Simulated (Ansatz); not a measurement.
# Nudged elastic band run: H$_{4}$NOSi

input.yaml

```yaml
crystal:
  periodic: [false, false, false]
  atoms:
    - { symbol: "N", position_ang: [-0.692907, 0.515557, -0.590421] }
    - { symbol: Si, position_ang: [0.30118, 0.160794, 0.812088] }
    - { symbol: O, position_ang: [1.650387, -0.712563, 0.292853] }
    - { symbol: H, position_ang: [-0.343704, 1.158055, -1.308131] }
    - { symbol: H, position_ang: [-1.693087, 0.680428, -0.436731] }
    - { symbol: H, position_ang: [-0.63136, -0.647246, 1.705758] }
    - { symbol: H, position_ang: [1.470792, -1.223025, -0.521116] }
magnetization:
  spin_polarized: true
  initial_magnetization: 1
basis:
  gaussian: { orbitals: def2-SVP }
hamiltonian:
  xc: pbe
  dispersion: d4
neb:
  order_check: false
  images: 7
  f_tol: 0.03
  max_iterations: 60
  final_atoms:
    - { symbol: "N", position_ang: [-0.52442467, 0.62875921, -0.64462] }
    - { symbol: Si, position_ang: [0.26721328, 1.07676888, 0.93826514] }
    - { symbol: O, position_ang: [1.05867642, -0.95806576, 0.68082051] }
    - { symbol: H, position_ang: [-0.21964269, 1.08702713, -1.51312441] }
    - { symbol: H, position_ang: [-1.54267709, 0.49388149, -0.6837941] }
    - { symbol: H, position_ang: [0.56433645, -1.52981642, 1.30325726] }
    - { symbol: H, position_ang: [0.45781931, -0.86655452, -0.1265044] }
  initial_path:
    images:
      - { positions_ang: [[-0.692907, 0.515557, -0.590421], [0.30118, 0.160794, 0.812088], [1.650387, -0.712563, 0.292853], [-0.343704, 1.158055, -1.308131], [-1.693087, 0.680428, -0.436731], [-0.63136, -0.647246, 1.705758], [1.470792, -1.223025, -0.521116]] }
      - { positions_ang: [[-0.69854977, 0.48906971, -0.61579011], [0.18769875, 0.16433403, 0.81953775], [1.53917082, -0.69536747, 0.33636245], [-0.29682603, 1.17017936, -1.26857149], [-1.69836549, 0.70577276, -0.49489369], [-0.37060829, -0.68245644, 1.64122319], [1.39878103, -1.21953197, -0.4635681]] }
      - { positions_ang: [[-0.70419254, 0.46258242, -0.64115921], [0.07421749, 0.16787406, 0.8269875], [1.42795463, -0.67817193, 0.37987191], [-0.24994807, 1.18230373, -1.22901199], [-1.70364399, 0.73111752, -0.55305638], [-0.10985658, -0.71766687, 1.57668837], [1.32677005, -1.21603893, -0.40602021]] }
      - { positions_ang: [[-0.70983531, 0.43609513, -0.66652832], [-0.03926376, 0.1714141, 0.83443725], [1.31673845, -0.6609764, 0.42338136], [-0.2030701, 1.19442809, -1.18945248], [-1.70892248, 0.75646228, -0.61121906], [0.15089513, -0.75287731, 1.51215356], [1.25475908, -1.2125459, -0.34847231]] }
      - { positions_ang: [[-0.71547808, 0.40960784, -0.69189743], [-0.15274502, 0.17495413, 0.841887], [1.20552226, -0.64378087, 0.46689081], [-0.15619214, 1.20655246, -1.14989297], [-1.71420098, 0.78180704, -0.66938175], [0.41164684, -0.78808775, 1.44761875], [1.18274811, -1.20905287, -0.29092441]] }
      - { positions_ang: [[-0.66771473, 0.46439569, -0.68007807], [-0.04775544, 0.40040782, 0.86598153], [1.1688108, -0.72235209, 0.52037324], [-0.17205478, 1.17667113, -1.24070083], [-1.67132001, 0.70982565, -0.67298484], [0.44981924, -0.97351992, 1.41152838], [1.00151591, -1.12342828, -0.24981941]] }
      - { positions_ang: [[-0.61995138, 0.51918353, -0.66825871], [0.05723413, 0.6258615, 0.89007607], [1.13209934, -0.80092331, 0.57385566], [-0.18791742, 1.14678979, -1.33150869], [-1.62843903, 0.63784427, -0.67658793], [0.48799165, -1.15895208, 1.375438], [0.82028371, -1.0378037, -0.2087144]] }
      - { positions_ang: [[-0.57218803, 0.57397137, -0.65643936], [0.1622237, 0.85131519, 0.9141706], [1.09538788, -0.87949454, 0.62733809], [-0.20378006, 1.11690846, -1.42231655], [-1.58555806, 0.56586288, -0.68019101], [0.52616405, -1.34438425, 1.33934763], [0.63905151, -0.95217911, -0.1676094]] }
      - { positions_ang: [[-0.52442467, 0.62875921, -0.64462], [0.26721328, 1.07676888, 0.93826514], [1.05867642, -0.95806576, 0.68082051], [-0.21964269, 1.08702713, -1.51312441], [-1.54267709, 0.49388149, -0.6837941], [0.56433645, -1.52981642, 1.30325726], [0.45781931, -0.86655452, -0.1265044]] }
```

Launched with:

```bash
$ ansatz run input.yaml --threads 2 --pin off --max-ram 3072MiB --backend cpu --events-out ev --progress --plain --runs-dir out
```

Output, in part (warnings, iteration lines, the closing report on the highest movable image, with atoms numbered from 0):

```
NEB end point (image 0): max|allowed force component| = 1.093e-2 eV/Å (the criterion of neb.relax_end_points is 1.000e-2)
NEB end point (image 8): max|allowed force component| = 1.567e-2 eV/Å (the criterion of neb.relax_end_points is 1.000e-2)
NEB iter   1: max|band force component| = 1.079e1 eV/Å  barrier→ = 4.7740 eV  barrier← = 3.4617 eV  Δτ_max = 0.1894 Å  (284 SCF iters)
NEB iter   2: max|band force component| = 4.738e0 eV/Å  barrier→ = 2.9481 eV  barrier← = 1.6358 eV  Δτ_max = 0.1852 Å  (235 SCF iters)
NEB iter   3: max|band force component| = 1.714e0 eV/Å  barrier→ = 2.2214 eV  barrier← = 0.9091 eV  Δτ_max = 0.2000 Å  (234 SCF iters)
NEB iter   4: max|band force component| = 7.234e-1 eV/Å  barrier→ = 2.0962 eV  barrier← = 0.7840 eV  Δτ_max = 0.2000 Å  (233 SCF iters)
NEB iter   5: max|band force component| = 6.186e-1 eV/Å  barrier→ = 1.9981 eV  barrier← = 0.6858 eV  Δτ_max = 0.1999 Å  (232 SCF iters)
NEB iter   6: max|band force component| = 5.698e-1 eV/Å  barrier→ = 1.9425 eV  barrier← = 0.6302 eV  Δτ_max = 0.1989 Å  (223 SCF iters)
NEB iter   7: max|band force component| = 6.252e-1 eV/Å  barrier→ = 1.9620 eV  barrier← = 0.6497 eV  CI = image 5  Δτ_max = 0.1868 Å  (231 SCF iters)
NEB iter   8: max|band force component| = 1.540e0 eV/Å  barrier→ = 2.2120 eV  barrier← = 0.8997 eV  CI = image 5  Δτ_max = 0.0954 Å  (229 SCF iters)
NEB iter   9: max|band force component| = 6.837e-1 eV/Å  barrier→ = 2.1232 eV  barrier← = 0.8109 eV  CI = image 5  Δτ_max = 0.1899 Å  (216 SCF iters)
NEB iter  10: max|band force component| = 1.959e-1 eV/Å  barrier→ = 2.0908 eV  barrier← = 0.7786 eV  CI = image 5  Δτ_max = 0.0452 Å  (217 SCF iters)
NEB iter  11: max|band force component| = 1.190e-1 eV/Å  barrier→ = 2.0862 eV  barrier← = 0.7739 eV  CI = image 5  Δτ_max = 0.1888 Å  (215 SCF iters)
NEB iter  12: max|band force component| = 2.046e-1 eV/Å  barrier→ = 2.0820 eV  barrier← = 0.7697 eV  CI = image 5  Δτ_max = 0.1002 Å  (221 SCF iters)
NEB iter  13: max|band force component| = 1.136e-1 eV/Å  barrier→ = 2.0809 eV  barrier← = 0.7686 eV  CI = image 5  Δτ_max = 0.0843 Å  (214 SCF iters)
NEB iter  14: max|band force component| = 1.689e-1 eV/Å  barrier→ = 2.0806 eV  barrier← = 0.7683 eV  CI = image 5  Δτ_max = 0.0422 Å  (212 SCF iters)
NEB iter  15: max|band force component| = 9.274e-2 eV/Å  barrier→ = 2.0806 eV  barrier← = 0.7683 eV  CI = image 5  Δτ_max = 0.0424 Å  (200 SCF iters)
NEB iter  16: max|band force component| = 4.834e-2 eV/Å  barrier→ = 2.0805 eV  barrier← = 0.7683 eV  CI = image 5  Δτ_max = 0.0840 Å  (196 SCF iters)
NEB iter  17: max|band force component| = 6.327e-2 eV/Å  barrier→ = 2.0805 eV  barrier← = 0.7683 eV  CI = image 5  Δτ_max = 0.0421 Å  (188 SCF iters)
NEB iter  18: max|band force component| = 8.738e-2 eV/Å  barrier→ = 2.0805 eV  barrier← = 0.7683 eV  CI = image 5  Δτ_max = 0.0211 Å  (183 SCF iters)
NEB iter  19: max|band force component| = 6.773e-2 eV/Å  barrier→ = 2.0805 eV  barrier← = 0.7683 eV  CI = image 5  Δτ_max = 0.0421 Å  (175 SCF iters)
NEB iter  20: max|band force component| = 8.270e-2 eV/Å  barrier→ = 2.0805 eV  barrier← = 0.7683 eV  CI = image 5  Δτ_max = 0.0838 Å  (179 SCF iters)
NEB iter  21: max|band force component| = 9.559e-2 eV/Å  barrier→ = 2.0805 eV  barrier← = 0.7683 eV  CI = image 5  Δτ_max = 0.0839 Å  (175 SCF iters)
NEB iter  22: max|band force component| = 1.097e-1 eV/Å  barrier→ = 2.0805 eV  barrier← = 0.7683 eV  CI = image 5  Δτ_max = 0.0839 Å  (176 SCF iters)
NEB iter  23: max|band force component| = 1.181e-1 eV/Å  barrier→ = 2.0805 eV  barrier← = 0.7683 eV  CI = image 5  Δτ_max = 0.0841 Å  (173 SCF iters)
NEB iter  24: max|band force component| = 1.286e-1 eV/Å  barrier→ = 2.0805 eV  barrier← = 0.7683 eV  CI = image 5  Δτ_max = 0.0842 Å  (170 SCF iters)
NEB iter  25: max|band force component| = 1.331e-1 eV/Å  barrier→ = 2.0805 eV  barrier← = 0.7683 eV  CI = image 5  Δτ_max = 0.0846 Å  (170 SCF iters)
NEB iter  26: max|band force component| = 2.138e-1 eV/Å  barrier→ = 2.0805 eV  barrier← = 0.7683 eV  CI = image 5  Δτ_max = 0.0423 Å  (169 SCF iters)
NEB iter  27: max|band force component| = 1.988e-1 eV/Å  barrier→ = 2.0805 eV  barrier← = 0.7683 eV  CI = image 5  Δτ_max = 0.0846 Å  (173 SCF iters)
NEB iter  28: max|band force component| = 3.020e-1 eV/Å  barrier→ = 2.0805 eV  barrier← = 0.7683 eV  CI = image 5  Δτ_max = 0.0847 Å  (174 SCF iters)
NEB iter  29: max|band force component| = 4.126e-1 eV/Å  barrier→ = 2.0805 eV  barrier← = 0.7683 eV  CI = image 5  Δτ_max = 0.1679 Å  (172 SCF iters)
NEB iter  30: max|band force component| = 5.422e-1 eV/Å  barrier→ = 2.0805 eV  barrier← = 0.7683 eV  CI = image 5  Δτ_max = 0.1671 Å  (180 SCF iters)
NEB iter  31: max|band force component| = 6.625e-1 eV/Å  barrier→ = 2.0805 eV  barrier← = 0.7683 eV  CI = image 5  Δτ_max = 0.1669 Å  (185 SCF iters)
NEB iter  32: max|band force component| = 3.563e-1 eV/Å  barrier→ = 2.0805 eV  barrier← = 0.7683 eV  CI = image 5  Δτ_max = 0.1988 Å  (177 SCF iters)
NEB iter  33: max|band force component| = 1.650e-1 eV/Å  barrier→ = 2.0805 eV  barrier← = 0.7683 eV  CI = image 5  Δτ_max = 0.1963 Å  (180 SCF iters)
NEB iter  34: max|band force component| = 2.622e-1 eV/Å  barrier→ = 2.0805 eV  barrier← = 0.7683 eV  CI = image 5  Δτ_max = 0.0995 Å  (183 SCF iters)
NEB iter  35: max|band force component| = 1.745e-1 eV/Å  barrier→ = 2.0805 eV  barrier← = 0.7683 eV  CI = image 5  Δτ_max = 0.0663 Å  (166 SCF iters)
NEB iter  36: max|band force component| = 1.340e-1 eV/Å  barrier→ = 2.0805 eV  barrier← = 0.7683 eV  CI = image 5  Δτ_max = 0.1000 Å  (163 SCF iters)
NEB iter  37: max|band force component| = 1.258e-1 eV/Å  barrier→ = 2.0805 eV  barrier← = 0.7683 eV  CI = image 5  Δτ_max = 0.1007 Å  (175 SCF iters)
NEB iter  38: max|band force component| = 1.722e-1 eV/Å  barrier→ = 2.0805 eV  barrier← = 0.7683 eV  CI = image 5  Δτ_max = 0.0499 Å  (173 SCF iters)
NEB iter  39: max|band force component| = 1.003e-1 eV/Å  barrier→ = 2.0805 eV  barrier← = 0.7683 eV  CI = image 5  Δτ_max = 0.0223 Å  (160 SCF iters)
NEB iter  40: max|band force component| = 3.008e-2 eV/Å  barrier→ = 2.0805 eV  barrier← = 0.7683 eV  CI = image 5  Δτ_max = 0.0498 Å  (160 SCF iters)
NEB iter  41: max|band force component| = 3.367e-2 eV/Å  barrier→ = 2.0805 eV  barrier← = 0.7683 eV  CI = image 5  Δτ_max = 0.0250 Å  (173 SCF iters)
NEB iter  42: max|band force component| = 6.564e-2 eV/Å  barrier→ = 2.0805 eV  barrier← = 0.7683 eV  CI = image 5  Δτ_max = 0.0125 Å  (170 SCF iters)
NEB iter  43: max|band force component| = 5.312e-2 eV/Å  barrier→ = 2.0805 eV  barrier← = 0.7683 eV  CI = image 5  Δτ_max = 0.0124 Å  (154 SCF iters)
NEB iter  44: max|band force component| = 4.148e-2 eV/Å  barrier→ = 2.0805 eV  barrier← = 0.7683 eV  CI = image 5  Δτ_max = 0.0125 Å  (156 SCF iters)
NEB iter  45: max|band force component| = 1.077e-2 eV/Å  barrier→ = 2.0805 eV  barrier← = 0.7683 eV  CI = image 5  Δτ_max = 0.0000 Å  (366 SCF iters)
Total energy: -11464.66713449 eV, -421.3187461620 hartree
Atom 0 at    -0.571071     0.753076    -0.619111 Å, force    -0.000003    -0.000005     0.000004 eV/Å
Atom 1 at     0.385554     0.762090     0.857110 Å, force     0.000000     0.000008    -0.000002 eV/Å
Atom 2 at     1.210368    -1.028915     0.607406 Å, force     0.000009    -0.000005    -0.000008 eV/Å
Atom 3 at    -0.716123     1.622922    -1.139214 Å, force     0.000001     0.000002     0.000002 eV/Å
Atom 4 at    -1.249177     0.041852    -0.911422 Å, force     0.000003    -0.000002    -0.000003 eV/Å
Atom 5 at     0.170139    -0.849877     1.396600 Å, force    -0.000009     0.000002     0.000005 eV/Å
Atom 6 at     0.831611    -1.369147    -0.237069 Å, force    -0.000001     0.000000     0.000001 eV/Å
Dipole moment:    -0.399667    -0.133455    -0.502893 e Å
```

The forces met the threshold. The profile has 2 maxima (images 1, 5) with wells between them (image 2): this band takes more than one step, which may be the mechanism or a detour left from its start path. Neighbouring images differ by up to 1.7 eV, so the band resolves the path poorly. A vibrational analysis at the climbing image gives one clearly imaginary mode, 1125i cm⁻¹: a first-order saddle point.

Final band (atoms are numbered from 1 in the order of the input):

```csv
image,path coordinate (Å),energy (kJ/mol),Si2–H6 (Å),O3–H6 (Å)
0,0.00,0.0,1.52,2.68
1,0.93,2.7,1.52,2.55
2,1.87,0.1,1.51,2.51
3,2.80,2.9,1.51,2.49
4,3.74,40.6,1.50,2.28
5,4.67,200.7,1.71,1.32
6,5.22,148.7,2.17,1.00
7,5.76,132.8,2.50,0.98
8,6.31,126.6,2.65,0.98
```

The run took 4.7 min on 2 threads of Arm Neoverse V2, with other jobs on the host, peak memory 0.13 GiB.
